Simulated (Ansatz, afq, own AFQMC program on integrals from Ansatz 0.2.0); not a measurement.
Integrals from Ansatz 0.2.0, then the random walk in our own AFQMC program (afq).

```yaml
crystal:
  periodic: [false, false, false]
  atoms:
    - {symbol: S, position_ang: [0.000000, -0.039104, 0.000000]}
    - {symbol: H, position_ang: [0.000000, 1.318376, 0.000000]}
    - {symbol: H, position_ang: [0.000000, -0.037193, 1.520127]}
    - {symbol: H, position_ang: [0.000000, -0.037193, -1.520127]}
basis:
  gaussian: {orbitals: 6-31G}
total_charge: 1
magnetization: {spin_polarized: true, initial_magnetization: 2}
correlation: {method: ccsd_t, electrons: outside_noble_gas, hamiltonian_folder: ham}
```

```sh
$ ansatz run in.yaml --threads 1 --pin off --events-out ev --progress --plain --max-ram 24576MiB --backend cuda --devices 0, --max-vram 18GiB
```

afq runs on the folder ham with

```
--method phaseless --trial cisd --walkers 4000 --populations 20 --least-time 60 --time-step 0.005 --steps-per-block 50 --equilibration-blocks 28 --max-blocks 4000 --target-error 0.00017 --factor-cut 1e-05 --start spin_pure --seed 1602 --release-times 0.24,0.51,0.99,1.62,2.4 --release-step 0.03 --release-every 3 --taylor-order 6
```

Times are imaginary, in 1/Eh. The walk had a cap of 122 s. With eight or more populations the least sampling time is a fifth of least-time, and the error comes from their spread.

afq prints:

```
orbitals 14  electrons 5 3  factors 84 of 236
reference energy -398.72044763 Eh
CCSD correlation -0.07238126 Eh in 10 cycles, weight of the determinant in the CISD state 0.9395
energy of the start -398.792461 Eh
 block  time / (1/Eh)  mean weight  energy / Eh
     1     0.250  1.0000  -398.792276
     2     0.500  1.0000  -398.792476
     3     0.750  1.0001  -398.792738
     4     1.000  1.0000  -398.792948
     5     1.250  1.0001  -398.793125
    10     2.500  1.0001  -398.793592
    15     3.750  0.9997  -398.793687
    20     5.000  1.0000  -398.793839
    25     6.250  0.9999  -398.793859
    30     7.500  1.0000  -398.793822
    35     8.750  1.0000  -398.793826
    40    10.000  1.0000  -398.793680
    45    11.250  1.0000  -398.793678
    50    12.500  1.0000  -398.793693
    52    13.000  1.0000  -398.793603
    55    13.750  1.0000  -398.793748
    60    15.000  1.0001  -398.793711
    63    15.750  1.0000  -398.793971
    65    16.250  1.0000  -398.793781
    70    17.500  1.0001  -398.793763
    75    18.750  1.0001  -398.793812
    78    19.500  1.0002  -398.793730
error from the spread of 20 populations
released: time / (1/Eh)  energy / Eh  error  mean overlap
  0.24  -398.793777  0.000027  0.9996
  0.51  -398.793789  0.000018  0.9986
  0.99  -398.793791  0.000011  0.9993
  1.62  -398.793793  0.000017  1.0028
  2.40  -398.793785  0.000016  1.0063
energy -398.793753 +/- 0.000026 Eh
(rows thinned)
```

The run passed its tests (sampling time, drift between the halves within three errors, error under three times the target), which doesn't prove that it has relaxed.

Against this walk (error 0.7 meV) on the same determinant: CCSD(T) 5.6 meV higher, full CI 1.9 meV lower. The error is statistical and leaves out the bias of the constraint. Released to 2.40 1/Eh the energy moves by -0.9 ± 0.8 meV (both errors), within twice the noise.

Cautions: constraint bias not in the error; lower spins were not checked.

The walk took 19 s on 1 × NVIDIA H100 80GB HBM3 with 2 threads of AMD EPYC 7R13 Processor (Zen 3), with other jobs on the host (the card was shared). The log's last line is the phaseless energy.

A walk keeps the symmetry of its determinant, which the program's search chose and which needn't be the lowest solution, so a lower state of the same spin and another symmetry isn't excluded.
